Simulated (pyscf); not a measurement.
## Insertion: F–Sn:–F (SMILES [F][Sn][F]) [singlet] + H₂S (SMILES S) → F–SnH(F)–SH (SMILES [F][SnH]([F])[SH])

Gas phase, singlet surface, charge 0. Bonds broken: S4–H5. Bonds formed: Sn2–S4, Sn2–H5. PySCF, gas phase, ωB97X-D3(BJ)/def2-SVP geometries. MP2 and CC: frozen core, UHF for open shells. ΔMP2 is the change of the MP2 total energy from the triple- to the quadruple-zeta basis.

Transition state (Å):

```xyz
6

F      0.1625     2.3166    -0.1478
Sn     1.0119     0.6170    -0.4966
F      2.5176     0.6579     0.7089
S     -0.6530    -1.0533     0.4922
H      0.2260    -0.7670    -1.2712
H     -1.6567    -0.2395     0.0989
```

One imaginary mode, 1272i cm⁻¹; descent along it reached the two sides named, in the forms told below.

| bond | change | reactant side (Å) | saddle | product side |
|---|---|---|---|---|
| S4–H5 | breaks | 1.348 | 1.991 | 3.5 |
| Sn2–S4 | forms | 2.9 | 2.557 | 2.364 |
| Sn2–H5 | forms | 3.4 | 1.770 | 1.691 |

Electronic energies relative to the separated reactants (kJ/mol):

```
level                             barrier  reaction energy  reverse barrier
--------------------------------  -------  ---------------  ---------------
ωB97X-D3(BJ)/def2-TZVP              185.2            -31.2            216.4
PBE/def2-TZVP                       156.2            +11.6            144.6
r²SCAN/def2-TZVP                    156.1             -9.3            165.4
B3LYP-D3(BJ)/def2-TZVP              185.6            +13.1            172.6
PBE0-D3(BJ)/def2-TZVP               169.0            -10.6            179.7
M06-2X/def2-TZVP                    183.1            -20.3            203.4
ωB97M-D3(BJ)/def2-TZVP              205.6             +2.9            202.7
HF/def2-TZVP                        268.9             -5.3            274.2
MP2/def2-QZVPP                      189.2             -3.3            192.4
CCSD/def2-TZVPP                     210.6             -4.8            215.4
CCSD(T)/def2-TZVPP                  190.5             -8.5            199.0
CCSD(T)/def2-TZVPP + ΔMP2(QZVPP)    187.6             -6.9            194.5
```

With CCSD(T)/def2-TZVPP + ΔMP2(QZVPP) energies and thermal terms (ideal gas, 1 atm, RRHO with modes under 100 cm⁻¹ raised to 100, one conformer, R ln 2 for rigid chiral ones), in kJ/mol:

```csv
T (K),ΔH‡,ΔG‡,ΔH,ΔG
298,183.0,225.2,-5.0,+37.0
600,185.5,267.2,-1.0,+78.1
900,188.8,307.3,+4.3,+116.5
1200,192.2,346.2,+9.7,+153.1
```

On the reactant side the descent ends in an adduct with a S–Sn contact, 56.5 kJ/mol under the separated species and 241.7 kJ/mol under the saddle at ωB97X-D3(BJ)/def2-TZVP. What is counted as formed (S–Sn) is already present as a longer contact in the reactant adduct; forming that adduct is a step of its own. This is the saddle that the search found; another between the same sides may lie lower. The CCSD(T) − MP2 part came from Ansatz, without density fitting, on the same reference. The frozen core leaves the outer d or s,p core shells of the metals and heavy elements correlated in the MP2 and CC values, and def2-TZVPP describes them poorly, which can shift differences by a few kcal/mol. Elements past Kr carry the def2 core potentials, without spin-orbit coupling.
